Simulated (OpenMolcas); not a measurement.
# CH3F (fluoromethane), step by step

We compute a single-point energy (UHF/STO-3G), then the energy (CASSCF(2,2)/STO-3G), then a single-point energy (CASPT2(2,2)/STO-3G), then a single-point energy (SC-NEVPT2(2,2)/STO-3G), then a single-point energy (MRCI(2,2)/STO-3G) of CH3F (fluoromethane). 

The calculation is run with OpenMolcas 26.06.

2 further runs of the same task are left out: 1 for a known fault of the program, 1 set aside as unsound or not needed.

### Step 1. Starting point

CH3F has 5 atoms, charge 0, and is taken as a singlet. As SMILES, `CF`. The C1–H4 distance was set to 1.912 Å, away from the relaxed value. At this shape a bond of the SMILES string is far longer than usual.

Bond lengths: C1–F2 1.376 Å, C1–H3 1.092 Å, C1–H5 1.092 Å. Angles: F2–C1–H3 109.1°, F2–C1–H5 109.1°, H3–C1–H5 109.9°.

### Step 2. The energy at UHF/STO-3G (run 1)

File step1.input:

```
* CH3F Hartree-Fock
&GATEWAY
BasLib = $CurrDir
Coord
5
angstrom
C       -0.010125      -0.539426       0.592651
F        1.134675      -1.282826       0.416251
H       -0.878125      -1.199226       0.526851
H       -0.104800       0.796000      -0.772000
H        0.020775      -0.063826       1.575551
Basis = STO-3G
Group = NoSym
&SEWARD
&SCF
UHF
Scramble = 0.25
PrOrbitals = 1 1
```

The basis set STO-3G is read from a file made from the Basis Set Exchange's data (not shown).

Command:

```console
export MOLCAS_MEM=1860
pymolcas step1.input > step1.log
```

What it wrote:

```text
--- Start Module: gateway ---
[...]
--- Stop Module: gateway /rc=_RC_ALL_IS_WELL_ ---
--- Start Module: seward ---
[...]
      Basis functions           13
--- Stop Module: seward /rc=_RC_ALL_IS_WELL_ ---
--- Start Module: scf ---
[...]
       Convergence after  21 Iterations
[...]
::    Total SCF energy                               -137.0157113188
[...]
      Total spin, S                                     0.4780412513
[...]
      Total electronic charge=   18.000000
      Total            charge=   -0.000000
[...]
      Dipole Moment (debye):
      Origin of the operator (angstrom)=    0.6015   -0.9205    0.4809
                   X= -8.3723E-01               Y=  2.8562E-01               Z=  4.0837E-01           Total=  9.7432E-01
      Quadrupole Moment (debye*angstrom):
[...]
--- Stop Module: scf /rc=_RC_ALL_IS_WELL_ ---
[...]
```

It took 1.9 s on 1 thread of Arm Neoverse V1, shared host; peak memory 0.37 GiB.

### Step 3. The energy at CASSCF(2,2)/STO-3G (run 2)

File step2.inp:

```
* CH3F CASSCF
>>> EXPORT MOLCAS_PRINT=2

&GATEWAY
 BasLib
 $CurrDir
 Coord
 5
 angstrom
 C       -0.010125      -0.539426       0.592651
 F        1.134675      -1.282826       0.416251
 H       -0.878125      -1.199226       0.526851
 H       -0.104800       0.796000      -0.772000
 H        0.020775      -0.063826       1.575551
 Basis
 STO-3G
 Group
 NoSym

&SEWARD

&RASSCF
 FileOrb
 $CurrDir/step1.UnaOrb
 Spin
 1
 Nactel
 2 0 0
 Inactive
 8
 Ras2
 2
 OrbListing
 Nothing
 OrbAppear
 Compact
```

The basis set STO-3G is read from a file made from the Basis Set Exchange's data (not shown).

Command:

```console
export MOLCAS_MEM=1860
pymolcas step2.inp > step2.log
```

What it wrote:

```text
--- Start Module: gateway ---
[...]
--- Stop Module: gateway /rc=_RC_ALL_IS_WELL_ ---
--- Start Module: seward ---
[...]
      Basis functions           13
--- Stop Module: seward /rc=_RC_ALL_IS_WELL_ ---
--- Start Module: rasscf ---
[...]
      Number of active orbitals                  2
[...]
      Spin quantum number                      0.0
[...]
      Active orbitals                            2
[...]
      Number of CSFs                             3
[...]
      Number of root(s) required                 1
[...]
      Convergence after  8 iterations
[...]
      printout of CI-coefficients larger than  0.05 for root  1
      energy=    -137.051749
      conf/sym  11     Coeff  Weight
             1  20  -0.93492 0.87408
             3  02   0.35486 0.12592
      Natural orbitals and occupation numbers for root  1
      sym 1:   1.748152   0.251848
      ************************************************************************************************************************
      *                                                    Final results                                                     *
[...]
::    RASSCF root number  1 Total energy:   -137.05174930
[...]
      Total electronic charge=   18.000000
      Total            charge=   -0.000000
[...]
      Dipole Moment (debye):
      Origin of the operator (angstrom)=    0.6015   -0.9205    0.4809
                   X= -8.5639E-01               Y=  3.0266E-01               Z=  4.0635E-01           Total=  9.9505E-01
      Quadrupole Moment (debye*angstrom):
[...]
--- Stop Module: rasscf /rc=_RC_ALL_IS_WELL_ ---
[...]
```

Wall time 1.7 s (1 thread of Arm Neoverse V1, shared host); peak memory 0.37 GiB.

### Step 4. A single-point energy at CASPT2(2,2)/STO-3G (run 3)

File step3.inp:

```
&GATEWAY
 BASLIB=$CurrDir
 COORD
 5
 angstrom
 C       -0.010125      -0.539426       0.592651
 F        1.134675      -1.282826       0.416251
 H       -0.878125      -1.199226       0.526851
 H       -0.104800       0.796000      -0.772000
 H        0.020775      -0.063826       1.575551
 BASIS=STO-3G
 GROUP=NoSym

&SEWARD

&RASSCF
 FILEORB=$CurrDir/step2.RasOrb
 SPIN=1
 NACTEL=2 0 0
 INACTIVE=8
 RAS2=2
 ORBLISTING=Nothing
 ORBAPPEAR=Compact

&CASPT2
 IMAGINARY=0.1
 FROZEN=2
```

The basis set STO-3G is read from a file made from the Basis Set Exchange's data (not shown).

Command:

```console
export MOLCAS_MEM=1860
pymolcas step3.inp > step3.log
```

What it wrote:

```text
--- Start Module: gateway ---
[...]
--- Stop Module: gateway /rc=_RC_ALL_IS_WELL_ ---
[...]
      Basis functions           13
[...]
--- Start Module: rasscf ---
[...]
      Number of active orbitals                  2
[...]
      Spin quantum number                      0.0
[...]
      Active orbitals                            2
[...]
      Number of CSFs                             3
[...]
      Number of root(s) required                 1
[...]
      Convergence after  4 iterations
[...]
      printout of CI-coefficients larger than  0.05 for root  1
      energy=    -137.051749
      conf/sym  11     Coeff  Weight
             1  20  -0.93492 0.87408
             3  02   0.35486 0.12592
      Natural orbitals and occupation numbers for root  1
      sym 1:   1.748152   0.251848
      ************************************************************************************************************************
      *                                                    Final results                                                     *
[...]
::    RASSCF root number  1 Total energy:   -137.05174930
[...]
      Total electronic charge=   18.000000
      Total            charge=   -0.000000
[...]
      Dipole Moment (debye):
      Origin of the operator (angstrom)=    0.6015   -0.9205    0.4809
                   X= -8.5638E-01               Y=  3.0264E-01               Z=  4.0635E-01           Total=  9.9503E-01
      Quadrupole Moment (debye*angstrom):
[...]
--- Stop Module: rasscf /rc=_RC_ALL_IS_WELL_ ---
--- Start Module: caspt2 ---
[...]
      E2 (Variational):          -0.0607386469
      Total energy:            -137.1124879454
[...]
      Reference weight:           0.97534
[...]
::    CASPT2 Root  1     Total energy:   -137.11248795
[...]
--- Stop Module: caspt2 /rc=_RC_ALL_IS_WELL_ ---
[...]
```

Run time: 1.7 s. Hardware: 1 thread of Arm Neoverse V1, shared host; peak memory 0.37 GiB.

### Step 5. The energy at SC-NEVPT2(2,2)/STO-3G (run 4)

File step4.input:

```
&GATEWAY
 BasLib=$CurrDir
 Coord
 5
 angstrom
 C       -0.010125      -0.539426       0.592651
 F        1.134675      -1.282826       0.416251
 H       -0.878125      -1.199226       0.526851
 H       -0.104800       0.796000      -0.772000
 H        0.020775      -0.063826       1.575551
 Basis=STO-3G
 Group=NoSym

&SEWARD

&RASSCF
 FileOrb=$CurrDir/step2.RasOrb
 Spin=1
 Nactel=2 0 0
 Inactive=8
 Ras2=2
 OrbListing=Nothing
 OrbAppear=Compact

&CASPT2
 SC-NEVPT2
 Frozen=2
```

The basis set STO-3G is read from a file made from the Basis Set Exchange's data (not shown).

Command:

```console
export MOLCAS_MEM=1860
pymolcas step4.input > step4.log
```

What it wrote:

```text
--- Start Module: gateway ---
[...]
--- Stop Module: gateway /rc=_RC_ALL_IS_WELL_ ---
[...]
      Basis functions           13
[...]
--- Start Module: rasscf ---
[...]
      Number of active orbitals                  2
[...]
      Spin quantum number                      0.0
[...]
      Active orbitals                            2
[...]
      Number of CSFs                             3
[...]
      Number of root(s) required                 1
[...]
      Convergence after  4 iterations
[...]
      printout of CI-coefficients larger than  0.05 for root  1
      energy=    -137.051749
      conf/sym  11     Coeff  Weight
             1  20  -0.93492 0.87408
             3  02   0.35486 0.12592
      Natural orbitals and occupation numbers for root  1
      sym 1:   1.748152   0.251848
      ************************************************************************************************************************
      *                                                    Final results                                                     *
[...]
::    RASSCF root number  1 Total energy:   -137.05174930
[...]
      Total electronic charge=   18.000000
      Total            charge=   -0.000000
[...]
      Dipole Moment (debye):
      Origin of the operator (angstrom)=    0.6015   -0.9205    0.4809
                   X= -8.5638E-01               Y=  3.0264E-01               Z=  4.0635E-01           Total=  9.9503E-01
      Quadrupole Moment (debye*angstrom):
[...]
--- Stop Module: rasscf /rc=_RC_ALL_IS_WELL_ ---
--- Start Module: caspt2 ---
[...]
      E2 (Variational):          -0.0601169404
[...]
      E2 (Variational):          -0.0600628538
      Total energy:            -137.1118121523
[...]
      Reference weight:           0.97584
[...]
::    SC-NEVPT2 Root  1     Total energy:   -137.11181215
[...]
--- Stop Module: caspt2 /rc=_RC_ALL_IS_WELL_ ---
[...]
```

Run time: 1.8 s. Hardware: 1 thread of Arm Neoverse V1, shared host; peak memory 0.37 GiB.

### Step 6. The energy at MRCI(2,2)/STO-3G (run 5)

File step5.inp:

```
* CH3F MRCI
&GATEWAY
BASLIB=$CurrDir
COORD
5
angstrom
C       -0.010125      -0.539426       0.592651
F        1.134675      -1.282826       0.416251
H       -0.878125      -1.199226       0.526851
H       -0.104800       0.796000      -0.772000
H        0.020775      -0.063826       1.575551
BASIS=STO-3G
GROUP=NoSym
&SEWARD
&RASSCF
FILEORB=$CurrDir/step2.RasOrb
SPIN=1
NACTEL=2 0 0
INACTIVE=8
RAS2=2
ORBLISTING=Nothing
ORBAPPEAR=Compact
&MOTRA
LUMORB
FROZEN=2
&GUGA
ELECTRONS=14
SPIN=1
INACTIVE=6
ACTIVE=2
CIALL=1
&MRCI
SDCI
```

The basis set STO-3G is read from a file made from the Basis Set Exchange's data (not shown).

Command:

```console
export MOLCAS_MEM=1860
pymolcas step5.inp > step5.log
```

What it wrote:

```text
--- Start Module: gateway ---
[...]
--- Stop Module: gateway /rc=_RC_ALL_IS_WELL_ ---
[...]
      Basis functions           13
[...]
      Number of active orbitals                  2
[...]
      Spin quantum number                      0.0
[...]
      Active orbitals                            2
[...]
      Number of CSFs                             3
[...]
      Number of root(s) required                 1
[...]
      Convergence after  4 iterations
[...]
      printout of CI-coefficients larger than  0.05 for root  1
      energy=    -137.051749
      conf/sym  11     Coeff  Weight
             1  20  -0.93492 0.87408
             3  02   0.35486 0.12592
      Natural orbitals and occupation numbers for root  1
      sym 1:   1.748152   0.251848
      ************************************************************************************************************************
      *                                                    Final results                                                     *
[...]
::    RASSCF root number  1 Total energy:   -137.05174930
[...]
      Dipole Moment (debye):
      Origin of the operator (angstrom)=    0.6015   -0.9205    0.4809
                   X= -8.5638E-01               Y=  3.0264E-01               Z=  4.0635E-01           Total=  9.9503E-01
      Quadrupole Moment (debye*angstrom):
[...]
--- Start Module: guga ---
[...]
--- Stop Module: guga /rc=_RC_ALL_IS_WELL_ ---
[...]
       (But an ACPF correction will be computed)
       USE THE DEFAULT ACPF G-VALUE GFAC=  0.14285714285714285
[...]
                      CI ENERGY:  -137.13180585
[...]
                ACPF CORRECTION:    -0.00336473
[...]
      Total electronic charge=   18.000000
      Total            charge=   -0.000000
[...]
     ACPF CORRECTION:     -0.00336473
[...]
  CI State   1     Total energy:   -137.13180585     QDav:     -0.00395321     QACPF:     -0.00336473
[...]
```

Wall time 1.9 s (1 thread of Arm Neoverse V1, shared host); peak memory 0.37 GiB.

### Step 7. Results

```
                                                    quantity          value
                             run 1, UHF/STO-3G: total energy  -137.01571 Eh
                            run 1, UHF/STO-3G: dipole moment         0.97 D
                              run 1, UHF/STO-3G: HOMO energy       -9.53 eV
                              run 1, UHF/STO-3G: LUMO energy        8.02 eV
                            run 1, UHF/STO-3G: HOMO–LUMO gap       17.55 eV
                                     run 1, UHF/STO-3G: ⟨S²⟩          0.707
                     run 2, CASSCF(2,2)/STO-3G: total energy  -137.05175 Eh
   run 2, CASSCF(2,2)/STO-3G: dipole moment (CASSCF density)         1.00 D
                     run 3, CASPT2(2,2)/STO-3G: total energy  -137.11249 Eh
   run 3, CASPT2(2,2)/STO-3G: dipole moment (CASSCF density)         1.00 D
                  run 4, SC-NEVPT2(2,2)/STO-3G: total energy  -137.11181 Eh
run 4, SC-NEVPT2(2,2)/STO-3G: dipole moment (CASSCF density)         1.00 D
                       run 5, MRCI(2,2)/STO-3G: total energy  -137.13181 Eh
     run 5, MRCI(2,2)/STO-3G: dipole moment (CASSCF density)         1.00 D
```

⟨S²⟩ (run 1, UHF/STO-3G) is 0.71 where a pure singlet has 0.00: the reference is spin-contaminated. Mulliken charges (run 1, UHF/STO-3G) run from -0.14 on F2 to +0.06 on H3. Mulliken charges (run 2, CASSCF(2,2)/STO-3G) run from -0.14 on F2 to +0.06 on H3. Mulliken charges (run 3, CASPT2(2,2)/STO-3G) of the CASSCF density run from -0.14 on F2 to +0.06 on H3. Mulliken charges (run 5, MRCI(2,2)/STO-3G) of the CASSCF density run from -0.14 on F2 to +0.06 on H3.
